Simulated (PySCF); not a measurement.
# N₂: frontier orbitals

B3LYP at R = 1.090 Å; PySCF, spin-free X2C with a Gaussian nucleus, basis sets N x2c-TZVPPall. State: ¹Σg⁺ (singlet), closed shell. Only the outer orbitals are listed.

```json
{"orbital": "σg", "occ.": "2", "ε (eV)": "-30.93", "main shells (%)": "74 s, 25 p"}
{"orbital": "σu", "occ.": "2", "ε (eV)": "-15.17", "main shells (%)": "74 s, 26 p"}
{"orbital": "πu", "occ.": "2", "ε (eV)": "-12.92", "main shells (%)": "97 p"}
{"orbital": "πu", "occ.": "2", "ε (eV)": "-12.92", "main shells (%)": "97 p"}
{"orbital": "σg", "occ.": "2", "ε (eV)": "-11.93", "main shells (%)": "66 p, 34 s"}
{"orbital": "πg", "occ.": "0", "ε (eV)": "-0.81", "main shells (%)": "98 p"}
{"orbital": "πg", "occ.": "0", "ε (eV)": "-0.81", "main shells (%)": "98 p"}
{"orbital": "σg", "occ.": "0", "ε (eV)": "6.15", "main shells (%)": "94 s"}
```

Question: Which are the highest filled and the lowest empty level, where do they sit, and how wide is the gap?

Answer: Highest filled σg at -11.93 eV (in %: 66 p, 34 s); lowest empty πg at -0.81 eV (in %: 98 p); the gap at B3LYP is 11.12 eV.

The bond order (Mayer) is 2.81. The ⟨S²⟩ is 0.000, the polarisability along the bond is 14.7 bohr³ and the polarisability across the bond is 8.3 bohr³.
